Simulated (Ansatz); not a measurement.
A nudged elastic band was laid between two geometries of C2H7Al + H2 (12 atoms, charge 0, multiplicity 1).

Level of theory: RKS PBE0/6-31G* (Ansatz 0.2.0).

| Property | Result |
| --- | --- |
| movable images | 2 |
| climbing image | no |
| spring | 5.0 eV/Å² |
| optimiser | quadratic models (default) |
| start path | through a guess of the saddle point |
| force threshold | 0.05 eV/Å |
| iteration limit | 60 |
| end points | relaxed |

Initial state:

```xyz
12
Properties=species:S:1:pos:R:3
Al -0.091 -0.010 0.389
C 0.082 0.159 2.351
H -0.830 -0.212 2.840
H 0.902 -0.481 2.706
C 0.346 1.605 2.798
H 0.446 1.684 3.888
H 1.271 2.004 2.364
H -0.468 2.280 2.505
H 1.213 -0.084 -0.534
H -1.518 0.102 -0.323
H -0.312 -2.323 0.125
H -0.198 -2.278 0.865
```

Final state:

```xyz
12
Properties=species:S:1:pos:R:3
Al -0.502 -0.776 -0.146
C 0.408 -0.025 2.387
H -0.591 -0.476 2.303
H 0.962 -0.642 3.102
C 0.318 1.434 2.808
H -0.185 1.527 3.777
H 1.313 1.880 2.902
H -0.250 2.021 2.079
H 0.879 -0.614 -0.931
H -1.518 0.453 -0.089
H -0.961 -2.222 0.347
H 0.971 -0.115 1.437
```

(1) Which bonds break or form, and what moves?

(2) Give the energies along the band, and the barrier.

(3) What is the geometry of the highest image?

## Answers

(1) Bonds broken: Al1–C2, H11–H12. Bonds formed: Al1–H11, C2–H12. C2H7Al + H2 becomes AlH3 + C2H6.

(2) The run converged. The highest image is number 1 of 0 to 3, 2.1 kcal/mol above the first end and 15.2 kcal/mol above the last; the last end lies 13.0 kcal/mol below the first. No image climbed, so the highest image needn't sit at the top of the path. A band with more images between the same ends climbed to 1.08 eV, so this one has probably stepped over the top. So few images can step over the top or miss a turn of the path. The orbitals stay closed-shell, which can raise the energy where a bond breaks towards radicals; this wasn't checked here.

| image | path coordinate (Å) | energy (kcal/mol) | Al1–C2 (Å) | H11–H12 (Å) | Al1–H11 (Å) |
| --- | --- | --- | --- | --- | --- |
| 0 | 0.00 | 0.0 | 1.98 | 0.75 | 2.34 |
| 1 | 2.54 | 2.1 | 1.97 | 0.75 | 2.46 |
| 2 | 5.08 | -12.9 | 2.83 | 2.60 | 1.59 |
| 3 | 7.62 | -13.0 | 2.79 | 3.06 | 1.60 |

(3) 
```xyz
12
Properties=species:S:1:pos:R:3
Al -0.488 -0.039 0.475
C -0.228 0.245 2.409
H -1.219 0.233 2.883
H 0.295 -0.611 2.858
C 0.521 1.552 2.744
H 0.063 2.078 3.590
H 1.566 1.355 3.009
H 0.546 2.266 1.911
H 0.585 0.531 -0.564
H -1.842 -0.669 -0.102
H 0.396 -2.290 0.032
H 0.648 -2.205 0.732
```

The run took 110 s on 1 thread of Arm Neoverse V1 (shared host), peak memory 0.13 GiB.
